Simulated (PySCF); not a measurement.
# H4NS(-): ammonia and hydrosulfide

The system is a cluster of ammonia and hydrosulfide, charge -1, singlet.

```csv
part,name,SMILES,atoms,charge,multiplicity
1,ammonia,N,1–4,0,1
2,hydrosulfide,[SH-],5–6,-1,1
```

Coordinates in Å:
```
N1     -0.1815   -0.2873    0.2865
H2     -0.4289   -0.6898   -0.6120
H3     -0.6538    0.6115    0.3171
H4      0.8200   -0.0476    0.1933
S5      3.0889    0.7031   -0.3636
H6      2.7164    1.7887   -1.0663
```

In these coordinates H4···S5 is 2.454 Å. Part 2 is then moved rigidly along that line, all else held; at short range other atoms may come into contact.

The starting structure comes from a short search with a few starts; no frequency run checks that it is a minimum, and another way of binding may lie lower.

Method: CCSD(T)/aug-cc-pVDZ and MP2/aug-cc-pVTZ, aug-cc-pVQZ counterpoise interaction energy, frozen core, gas phase (PySCF 2.14.0). Geometry: PBE0-D3(BJ)/def2-TZVPD.

Counterpoise energies in eV, cluster less the parts frozen as they stand in it; small is aug-cc-pVDZ, large aug-cc-pVQZ. Estimated limit: HF in aug-cc-pVQZ, MP2 correlation extrapolated as X⁻³ from aug-cc-pVTZ and aug-cc-pVQZ, and CCSD(T) less MP2 in aug-cc-pVDZ; it isn't the exact limit.

Results

| H4···S5 (Å) | HF large | MP2 large | SCS-MP2 large | CCSD(T) small | CCSD(T) limit est. |
| --- | --- | --- | --- | --- | --- |
| 2.209 | -0.135 | -0.332 | -0.283 | -0.251 | -0.322 |
| 2.331 | -0.200 | -0.362 | -0.322 | -0.298 | -0.356 |
| 2.454 | -0.238 | -0.372 | -0.338 | -0.321 | -0.368 |
| 2.577 | -0.258 | -0.368 | -0.339 | -0.328 | -0.366 |
| 2.699 | -0.265 | -0.356 | -0.332 | -0.325 | -0.355 |
| 3.068 | -0.248 | -0.300 | -0.285 | -0.285 | -0.300 |
| 3.681 | -0.189 | -0.210 | -0.203 | -0.204 | -0.209 |
| 4.908 | -0.107 | -0.109 | -0.108 | -0.107 | -0.108 |

The 8 runs took 6.2 min in all, one thread each of Arm Neoverse V1 on a shared host, launched as `OMP_NUM_THREADS=1 python cluster_run.py task.json out`.
